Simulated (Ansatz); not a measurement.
# CHAl+ (doublet): wave-function methods side by side, def2-TZVPP

One table from this session's results is given with a row withheld; the runs are named, their logs left out.

The runs use Ansatz 0.2.0, Gaussian basis; def2-TZVPP, core rule «outside noble gas», up to 6 orbitals frozen.

The runs, in order: UHF; ROHF; CCSD(T) on UHF.

2 further runs of the same task are left out: 2 set aside as unsound or not needed.

### The geometry

The geometry is a PBE0/def2-TZVP stationary point (not a proven minimum) of the parent state, kept for this charge and spin.

3 atoms, charge 1, spin multiplicity 2.

Atoms are counted from 1 here; the program's logs count them from 0.

Bond lengths: Al1–C2 1.850 Å, C2–H3 1.096 Å. Angles: Al1–C2–H3 134.6°.

As a file:

```
Al    0.00000    0.03368    0.62105
C     0.00000   -0.12491   -1.22263
H     0.00000    0.58679   -2.05588
```

Set-up of the first run:

Input file in.yaml:

```yaml
crystal:
  periodic: [false, false, false]
  atoms:
    - {symbol: Al, position_ang: [0.000000, 0.033682, 0.621048]}
    - {symbol: C, position_ang: [0.000000, -0.124908, -1.222629]}
    - {symbol: H, position_ang: [0.000000, 0.586788, -2.055880]}
basis:
  gaussian: {orbitals: def2-TZVPP}
total_charge: 1
magnetization: {spin_polarized: true, initial_magnetization: 1}
hamiltonian: {xc: hf}
output: {orbitals: {seedname: orbitals}}
```

The run is started by

```console
$ ansatz run in.yaml --threads 1 --pin off --events-out ev --progress --plain --max-ram 4096MiB --backend cpu
```

Among the steps run: UHF; ROHF; CCSD(T) on UHF.

One of the session's tables, all rows but one given; the rest of the session is left out.

```
  method  from UCCSD(T) (kcal/mol)
    ROHF                   +136.65
     UHF                    +99.37
    UMP2                         ?
   UCCSD                     +3.73
UCCSD(T)                         0
```

**Question.** Estimate the row for UMP2.

As computed: from UCCSD(T) (kcal/mol): +18.63. In the column «from UCCSD(T) (kcal/mol)» it lies between UCCSD (+3.73) and UHF (+99.37).

Limits of these values: The determinant is far from a pure spin state, so its energy mixes those of several spin states (harmless only where they are near-degenerate, as at dissociation).
